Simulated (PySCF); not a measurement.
Work out the structure from these simulated measurements.

Formula: C5H8O.

| Item | Value |
| --- | --- |
| Rotational structure | rotational constants A, B, C: 6.675, 3.366, 2.421 GHz [PBE0-D3(BJ)/def2-SVP] |
| Couplings | largest of the computed one-bond spin–spin couplings (means over like bonds): 13C–1H +136.7 (×4), 13C–1H +136.7 (×4), 13C–13C +38.9 (×2), 13C–13C +37.3 (×2), 17O–13C +33.7, 13C–13C +31.2 Hz [B3LYP/pcJ-1, spin–dipole term left out] |
| NMR, other nuclei | isotropic shieldings of nuclei other than C and H, by class: -326 (1 O) ppm [GIAO PBE0/pcSseg-1] |
| 13C NMR | chemical shifts (computed TMS as zero) by class: 220.2 (1 C), 39.9 (2 C), 25.7 (2 C) ppm [GIAO PBE0/pcSseg-1] |
| Dipole | 3.04 D [PBE0/pcSseg-1] |
| 1H NMR | chemical shifts (computed TMS as zero) by class: 1.96 (4 H), 1.75 (4 H) ppm [GIAO PBE0/pcSseg-1] |

The electronic properties come from PySCF, for the isolated species, density fitting. Levels stand in brackets. One conformer (not necessarily the lowest) at the PBE0-D3(BJ)/def2-SVP geometry, without solvent, vibrations or thermal averaging. NMR classes are plain means over equivalent atoms (diastereotopic ones count apart unless rotation or inversion swaps them), as if these changed places fast.

Question: What is the compound? Reason from the data.

Answer: Numbering: `[O:1]=[C:2]1[CH2:3][CH2:4][CH2:5][CH2:6]1`. Its formula, C5H8O, gives 2 degrees of unsaturation: 1 ring and 1 π bond in the structure found. 5 carbons fall into 3 classes; from least to most shielded: ketone carbonyl carbon [C2] (220.2 ppm), sp3 carbon next to a carbonyl [C3/C6] (39.9 ppm, 2 C), ring CH2 carbon [C4/C5] (25.7 ppm, 2 C). Hydrogen classes from least to most shielded: 4 H on 2 like atoms (sp3 carbon next to a carbonyl), C3/C6 (1.96 ppm), 4 H on 2 ring CH2 carbons, C4/C5 (1.75 ppm). The other shieldings belong to: -326 ppm, ketone oxygen [O1]. The couplings run between: +136.7 Hz, ring CH2 carbon [C4] and its hydrogen (with 3 like pairs); +136.7 Hz, sp3 carbon next to a carbonyl [C3] and its hydrogen (with 3 like pairs); +38.9 Hz, ketone carbonyl carbon [C2] and sp3 carbon next to a carbonyl [C3] (with 1 like pair); +37.3 Hz, sp3 carbon next to a carbonyl [C3] and ring CH2 carbon [C4] (with 1 like pair); +33.7 Hz, ketone oxygen [O1] and ketone carbonyl carbon [C2]; +31.2 Hz, ring CH2 carbon [C4] and ring CH2 carbon [C5]. The optimised geometry has point group C2 and is an asymmetric top. Structure: `O=C1CCCC1` (cyclopentanone). Computed isomers that give other values at the same levels: `C#CC(C)(C)O` (13C chemical shifts (computed TMS as zero) by class: 92.2 (1 C), 77.1 (1 C), 64.1 (1 C), 32.9 (2 C) ppm). The assignments are read from this structure; whether some other isomer fits the data as well wasn't checked.
